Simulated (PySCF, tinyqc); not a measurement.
Inside a calculation. Method: CIS on RHF in the sto-3g basis, for BH, spin multiplicity 1. The lowest restricted solution is unstable here: a spin-polarised one lies 0.0139 hartree lower (PySCF). One step of it, computed by the program tinyqc.

Task: CIS matrix, singlets. A(ia,jb) = (e_a - e_i) d_ij d_ab + 2 (ia|jb) - (ij|ab).

orbital energies (hartree): MO1 -7.334372, MO2 -0.619223, MO3 -0.243782, MO4 0.269459, MO5 0.269459, MO6 0.853047

Two-electron integrals over orbitals (pq|rs), unique and non-zero (hartree):
```
(11|11) 2.889988    (21|11) -0.223907   (21|21) 0.029279    (22|11) 0.610072
(22|21) 0.001110    (22|22) 0.620183    (31|11) -0.220474   (31|21) 0.022701
(31|22) -0.021308   (31|31) 0.035402    (32|11) 0.070265    (32|21) -0.008107
(32|22) -0.074535   (32|31) 0.002870    (32|32) 0.051525    (33|11) 0.707717
(33|21) -0.017228   (33|22) 0.412928    (33|31) 0.004735    (33|32) 0.045181
(33|33) 0.587807    (41|41) 0.021731    (42|41) 0.018541    (42|42) 0.057996
(43|41) 0.019081    (43|42) 0.041723    (43|43) 0.066500    (44|11) 0.741981
(44|21) -0.008855   (44|22) 0.468301    (44|31) -0.007510   (44|32) 0.034524
(44|33) 0.514068    (44|44) 0.586773    (51|51) 0.021731    (52|51) 0.018541
(52|52) 0.057996    (53|51) 0.019081    (53|52) 0.041723    (53|53) 0.066500
(54|54) 0.031630    (55|11) 0.741981    (55|21) -0.008855   (55|22) 0.468301
(55|31) -0.007510   (55|32) 0.034524    (55|33) 0.514068    (55|44) 0.523513
(55|55) 0.586773    (61|11) 0.148640    (61|21) -0.024751   (61|22) -0.014345
(61|31) -0.005990   (61|32) 0.011187    (61|33) 0.025039    (61|44) 0.003977
(61|55) 0.003977    (61|61) 0.031079    (62|11) -0.183634   (62|21) 0.003921
(62|22) 0.018624    (62|31) 0.010523    (62|32) -0.050362   (62|33) -0.042010
(62|44) -0.087153   (62|55) -0.087153   (62|61) 0.003458    (62|62) 0.122778
(63|11) 0.074928    (63|21) -0.004839   (63|22) -0.058156   (63|31) 0.007604
(63|32) 0.043067    (63|33) 0.078280    (63|44) 0.030471    (63|55) 0.030471
(63|61) 0.011174    (63|62) -0.048852   (63|63) 0.066395    (64|41) -0.012764
(64|42) -0.038230   (64|43) -0.017302   (64|64) 0.034763    (65|51) -0.012764
(65|52) -0.038230   (65|53) -0.017302   (65|65) 0.034763    (66|11) 0.692143
(66|21) -0.003908   (66|22) 0.603633    (66|31) -0.020022   (66|32) -0.060918
(66|33) 0.460225    (66|44) 0.486651    (66|55) 0.486651    (66|61) -0.008074
(66|62) 0.026650    (66|63) -0.041794   (66|66) 0.631486
```

Give: CIS matrix A, singlet.

Result:

CIS matrix A, singlet (hartree):
```
        1>4     1>5     1>6     2>4     2>5      2>6     3>4     3>5
1>4  6.9053  0.0000  0.0000  0.0459  0.0000   0.0000  0.0457  0.0000
1>5  0.0000  6.9053  0.0000  0.0000  0.0459   0.0000  0.0000  0.0457
1>6  0.0000  0.0000  7.5574  0.0000  0.0000   0.0108  0.0000  0.0000
2>4  0.0459  0.0000  0.0000  0.5364  0.0000   0.0000  0.0489  0.0000
2>5  0.0000  0.0459  0.0000  0.0000  0.5364   0.0000  0.0000  0.0489
2>6  0.0000  0.0000  0.0108  0.0000  0.0000   1.1142  0.0000  0.0000
3>4  0.0457  0.0000  0.0000  0.0489  0.0000   0.0000  0.1322  0.0000
3>5  0.0000  0.0457  0.0000  0.0000  0.0489   0.0000  0.0000  0.1322
3>6  0.0000  0.0000  0.0424  0.0000  0.0000  -0.0368  0.0000  0.0000

         3>6
1>4   0.0000
1>5   0.0000
1>6   0.0424
2>4   0.0000
2>5   0.0000
2>6  -0.0368
3>4   0.0000
3>5   0.0000
3>6   0.7694
```
